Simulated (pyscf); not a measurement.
A first-order saddle from PySCF, ωB97X-D3(BJ)/def2-SVP:

```xyz
7

Si    -0.1877    -0.1268     0.0958
F      0.8657     0.9342    -0.5848
H     -1.5041    -1.1174    -0.2198
H     -1.1996     0.8847     0.4787
H      0.6259    -1.3377    -0.1605
H     -0.6015    -0.8811     1.5366
H     -1.2822    -1.2311     0.8088
```

Surface: singlet, charge 0. Lowest wavenumbers (cm⁻¹): 1456i, 270, 614, 822, 970.

Task: What reaction is this the transition state of?

Result: F–SiH₃ + H₂ <-> F–SiH₃ + H₂, a four-centre exchange read from left to right: H–Si, H–H broken and H–Si, H–H formed. At ωB97M-D3(BJ)/def2-TZVP it lies +55.7 kcal/mol from the left side and +55.7 kcal/mol from the right (each side as separated species at their lowest minima found). At the saddle there is also a short H–Si contact that neither side keeps. One saddle was located; it need not be the lowest between these sides.
